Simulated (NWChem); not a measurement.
# ethane (C2H6); SMILES CC

Computed with NWChem. Pople sets run with spherical d functions. Geometry: optimised at PBE0-D3(BJ)/def2-TZVP. Level: M05-2X/6-31G* with SMD (1 M gas to 1 M solution), gas-phase geometry.

| solvent | dielectric constant | solvation free energy (kcal/mol) | cavity-dispersion-structure term (kcal/mol) |
|---|---|---|---|
| water | 78.4 | 1.8 | 2.3 |
| diethyl ether | 4.24 | -1.4 | -0.9 |
| ethylene glycol | 40.2 | [?] | [?] |
| n-hexane | 1.88 | -1.4 | -1.2 |

Problem. Complete the blanks.

Solution. 
- ethylene glycol, solvation free energy (kcal/mol): 0.8
- ethylene glycol, cavity-dispersion-structure term (kcal/mol): 1.3
